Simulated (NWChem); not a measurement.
# triplet CH3NO: levels of theory compared

Wanted: a comparison of 6 runs (UHF/STO-3G, UHF/3-21G, UB3LYP/def2-TZVP, UB3LYP/6-31G*, UM06-2X/def2-TZVP, UPBE0/def2-TZVP) of triplet CH3NO. 

Program for the calculation: NWChem 7.3.0.

2 further runs of the same task are left out: 2 set aside as unsound or not needed. Runs told in other sessions of the task aren't counted.

**1. The structure to begin with**

The species is CH3NO (6 atoms), meant as a triplet with charge 0. SMILES of the parent species: `C=NO`. The shape is that of a PBE0-D4/def2-TZVP optimisation. That shape belongs to the parent species and isn't relaxed for this state.

Bond lengths: C1–N2 1.263 Å, N2–O3 1.378 Å, C1–H4 1.083 Å, C1–H5 1.089 Å, O3–H6 0.961 Å. Angles: C1–N2–O3 112.0°, N2–C1–H4 116.5°, N2–C1–H5 122.7°, N2–O3–H6 103.2°, H4–C1–H5 120.7°.

**2. A single-point energy at UHF/STO-3G (run 1)**

input.nw reads:

```
start input
memory 2200 mb

geometry units angstroms noautosym nocenter noautoz
  C     -0.641460     0.275060    -0.529500
  N     -0.060370    -0.588400     0.185960
  O      1.092090    -0.094130     0.757850
  H     -1.557810    -0.036720    -1.015390
  H     -0.256650     1.285210    -0.662960
  H      1.424190    -0.841030     1.264030
end

basis spherical bse
  * library STO-3G
end

scf
  triplet
  uhf
  thresh 1e-08
  maxiter 80
end

task scf
```

Command:

```sh
$ nwchem input.nw > input.out
```

What it wrote:

```text
[...]
  functions       =    18
[...]
  wavefunction    = UHF
[...]
         Total SCF energy =   -166.515820504707
      One electron energy =   -369.881652912326
      Two electron energy =    132.028071116320
 Nuclear repulsion energy =     71.337761291299
                       Sz =      1.0000
                 Sz(Sz+1) =      2.0000
                      S^2 =      2.0160
[...]
```

Wall time 1.2 s (1 thread of Intel Xeon 6975P-C (Granite Rapids), shared host); peak memory 0.094 GiB.

**3. The energy at UHF/3-21G (run 2)**

run.py reads:

```python
from ase import Atoms
from ase.calculators.nwchem import NWChem

molecule = Atoms(['C', 'N', 'O', 'H', 'H', 'H'], positions=[
    [-0.641460, 0.275060, -0.529500],
    [-0.060370, -0.588400, 0.185960],
    [1.092090, -0.094130, 0.757850],
    [-1.557810, -0.036720, -1.015390],
    [-0.256650, 1.285210, -0.662960],
    [1.424190, -0.841030, 1.264030],
])

calc = NWChem(
    label='calc',
    theory='scf',
    memory='2200 mb',
    basis='3-21G',
    basispar='spherical bse',
    scf={'nopen': '2', 'uhf': None, 'thresh': '1e-08', 'maxiter': '80', 'print': 'low'},
    task='energy',
)
molecule.calc = calc

e = molecule.get_potential_energy()
print(f"E = {e:.6f} eV")
```

Command:

```sh
$ export ASE_NWCHEM_COMMAND="nwchem PREFIX.nwi > PREFIX.nwo"
$ python run.py
```

What it wrote:

```text
E = -4565.165650 eV
```

The calculator wrote calc.nwi:

```
title "calc"

permanent_dir calc

scratch_dir calc

start calc

geometry units angstrom nocenter noautosym noautoz
  C  -6.4146000000000003e-01 2.7506000000000003e-01 -5.2949999999999997e-01
  N  -6.0370000000000000e-02 -5.8840000000000003e-01 1.8595999999999999e-01
  O  1.0920900000000000e+00 -9.4130000000000005e-02 7.5785000000000002e-01
  H  -1.5578099999999999e+00 -3.6720000000000003e-02 -1.0153900000000000e+00
  H  -2.5664999999999999e-01 1.2852100000000000e+00 -6.6295999999999999e-01
  H  1.4241900000000001e+00 -8.4103000000000006e-01 1.2640300000000000e+00
end

memory 2200 mb

basis spherical bse noprint
   * library 3-21G
end

scf
  nopen 2
  uhf
  thresh 1e-08
  maxiter 80
  print low
end

task scf energy
```

calc.nwo:

```text
Northwest Computational Chemistry Package (NWChem) 7.3.0
             --------------------------------------------------------

           Job information
           ---------------

    nwchem branch   = 7.3.0
    use scalapack   = T
    input           = calc.nwi
    prefix          = calc.
    data base       = calc/calc.db
    status          = startup
    nproc           =        1

           Memory information
           ------------------

    heap     =     72089594 doubles =      550.0 Mbytes
    stack    =     72089599 doubles =      550.0 Mbytes
    global   =    144179200 doubles =     1100.0 Mbytes (distinct from heap & stack)
    total    =    288358393 doubles =     2200.0 Mbytes
    verify   = yes
    hardfail = no

[... 39 lines left out ...]
            Nuclear Dipole moment (a.u.)
[... 44 lines left out ...]
                                 NWChem SCF Module
                                 -----------------

                                       calc

  ao basis        = "ao basis"
  functions       =    33
  atoms           =     6
  alpha electrons =    13
  beta  electrons =    11
  charge          =   0.00
  wavefunction    = UHF
  input vectors   = atomic
  output vectors  = calc/calc.movecs
  use symmetry    = F
  symmetry adapt  = F

 Forming initial guess at       0.0s

 Starting SCF solution at       0.0s

  ga_iter_lsolve: convergence stagnant ... aborting solve

       Final UHF  results
       ------------------

         Total SCF energy =   -167.766744635325
      One electron energy =   -370.146079080504
      Two electron energy =    131.041573153880
 Nuclear repulsion energy =     71.337761291299

                       Sz =      1.0000
                 Sz(Sz+1) =      2.0000
                      S^2 =      2.0185

        Time for solution =      0.7s

 Task  times  cpu:        0.7s     wall:        0.7s
 Total times  cpu:        0.7s     wall:        0.7s
```

Run time: 1.6 s. Hardware: 1 thread of Intel Xeon 6975P-C (Granite Rapids), shared host; peak memory 0.099 GiB.

Runs 3 to 4 aren't shown in full; the table further down has their settings and results.

**4. The energy at UM06-2X/def2-TZVP (run 5)**

ch3no.xyz reads:

```xyz
6

C     -0.641460     0.275060    -0.529500
N     -0.060370    -0.588400     0.185960
O      1.092090    -0.094130     0.757850
H     -1.557810    -0.036720    -1.015390
H     -0.256650     1.285210    -0.662960
H      1.424190    -0.841030     1.264030
```

ch3no.nw reads:

```
start ch3no
memory total 2200 mb

geometry units angstrom noautosym nocenter noautoz
load format xyz ch3no.xyz
end

basis spherical bse
* library def2-TZVP
end

dft
xc m06-2x
mult 3
grid fine
convergence energy 1e-08
iterations 100
mulliken
noprint "final vectors analysis"
end

task dft energy
```

Command:

```sh
$ nwchem ch3no.nw > ch3no.out
```

What it wrote:

```text
[...]
          Wavefunction type:  spin polarized.
          No. of atoms     :     6
          No. of electrons :    24
[...]
          Charge           :     0
          Spin multiplicity:     3
[...]
          AO basis - number of functions:   111
[...]
              XC Information
              --------------
                       M06-2X Method XC Functional
                     Hartree-Fock (Exact) Exchange  0.540
                        M06-2X Exchange Functional  1.000
                      M06-2X Correlation Potential  1.000
[...]
 d= 0,ls=0.0,diis     1   -169.6022293227 -2.41D+02  2.41D-03  1.01D-01     2.9
[...]
 d= 0,ls=0.0,diis    12   -169.6439849591 -6.13D-09  4.28D-07  6.19D-10    29.4
[...]
         Total DFT energy =     -169.643984959101
      One electron energy =     -371.484724165459
           Coulomb energy =      152.446374490660
    Exchange-Corr. energy =      -21.943396575601
 Nuclear repulsion energy =       71.337761291299
[...]
      Total Density - Mulliken Population Analysis
     ---------------------------------------------
    Atom       Charge   Shell Charges
 -----------   ------   -------------------------------------------------------
    1 C    6     6.35   0.86  1.12  0.53  0.59  0.22  1.32  1.17  0.46  0.03  0.05  0.01
    2 N    7     7.08   0.82  1.15  0.58  0.85  0.28  1.47  1.43  0.41  0.01  0.06  0.01
    3 O    8     8.26   0.79  1.18  0.60  0.92  0.32  1.85  1.85  0.71  0.00  0.03  0.00
    4 H    1     0.83   0.27  0.46  0.07  0.02
    5 H    1     0.84   0.27  0.45  0.10  0.02
    6 H    1     0.65   0.26  0.32  0.03  0.04
[...]
      <S2> =      2.0100 (Exact =     2.0000)
[...]
```

Run time: 30 s. Hardware: 1 thread of Intel Xeon 6975P-C (Granite Rapids), shared host; peak memory 0.11 GiB.

**5. The energy at UPBE0/def2-TZVP (run 6)**

ch3no.nw reads:

```
start ch3no
title "CH3NO"
memory total 2200 mb

geometry noautosym nocenter noautoz
   C       -0.641460       0.275060      -0.529500
   N       -0.060370      -0.588400       0.185960
   O        1.092090      -0.094130       0.757850
   H       -1.557810      -0.036720      -1.015390
   H       -0.256650       1.285210      -0.662960
   H        1.424190      -0.841030       1.264030
end

basis "ao basis" spherical bse
   * library def2-TZVP
end

dft
   xc pbe0
   mult 3
   grid fine
   convergence energy 1e-08
   maxiter 100
   mulliken
   print medium
end

task dft energy
```

Command:

```sh
$ nwchem ch3no.nw > ch3no.out
```

What it wrote:

```text
[...]
          Wavefunction type:  spin polarized.
          No. of atoms     :     6
          No. of electrons :    24
[...]
          Charge           :     0
          Spin multiplicity:     3
[...]
          AO basis - number of functions:   111
[...]
              XC Information
              --------------
                         PBE0 Method XC Functional
                     Hartree-Fock (Exact) Exchange  0.250
          PerdewBurkeErnzerhof Exchange Functional  0.750
            Perdew 1991 LDA Correlation Functional  1.000 local
           PerdewBurkeErnz. Correlation Functional  1.000 non-local
[...]
 d= 0,ls=0.0,diis     1   -169.4935832069 -2.41D+02  2.68D-03  1.30D-01     2.3
[...]
 d= 0,ls=0.0,diis    12   -169.5376892512 -1.73D-09  1.62D-07  1.38D-10    23.8
[...]
         Total DFT energy =     -169.537689251202
      One electron energy =     -371.592853595443
           Coulomb energy =      152.558518062306
    Exchange-Corr. energy =      -21.841115009363
 Nuclear repulsion energy =       71.337761291299
[...]
      Total Density - Mulliken Population Analysis
     ---------------------------------------------
    Atom       Charge   Shell Charges
 -----------   ------   -------------------------------------------------------
    1 C    6     6.27   0.85  1.12  0.53  0.59  0.15  1.33  1.18  0.43  0.03  0.05  0.01
    2 N    7     7.12   0.82  1.15  0.58  0.87  0.27  1.47  1.45  0.42  0.01  0.07  0.01
    3 O    8     8.23   0.79  1.18  0.60  0.95  0.28  1.85  1.85  0.69  0.00  0.04  0.00
    4 H    1     0.85   0.27  0.47  0.09  0.02
    5 H    1     0.87   0.26  0.46  0.12  0.02
    6 H    1     0.65   0.26  0.32  0.03  0.04
[...]
      <S2> =      2.0094 (Exact =     2.0000)
[...]
```

Run time: 25 s. Hardware: 1 thread of Intel Xeon 6975P-C (Granite Rapids), shared host; peak memory 0.12 GiB.

**6. All runs side by side**

| run | level | iteration cap | module | energy (Eh) | dipole moment (D) | ⟨S²⟩ | wall time |
| --- | --- | --- | --- | --- | --- | --- | --- |
| 1 | UHF/STO-3G | 80 | scf | -166.515821 | 0.37 | 2.016 | 1.2 s |
| 2 | UHF/3-21G | 80 | scf | -167.766745 | – | 2.018 | 1.6 s |
| 3 | UB3LYP/def2-TZVP | 100 | dft | -169.730625 | – | 2.008 | 26 s |
| 4 | UB3LYP/6-31G* (spherical functions) | 100 | dft | -169.642451 | 1.11 | 2.007 | 17 s |
| 5 | UM06-2X/def2-TZVP | 100 | dft | -169.643985 | 1.06 | 2.010 | 30 s |
| 6 | UPBE0/def2-TZVP | 100 | dft | -169.537689 | 1.14 | 2.009 | 25 s |

**7. Results**

```
                                 quantity          value
                      run 6: total energy  -169.53769 Eh
                     run 6: dipole moment         1.14 D
run 6: HOMO energy (highest over α and β)       -3.78 eV
                              run 6: ⟨S²⟩          2.009
```

**Reading.** Over runs 1, 4, 5, 6 the dipole moment (its size) runs from 0.37 D (UHF/STO-3G) to 1.14 D (UPBE0/def2-TZVP). The two ends differ in method and basis. Totals of different functionals can't be ranked against each other. In run 1 the basis is minimal, so the values are rough. All runs together took 100 s, the longest 30 s.
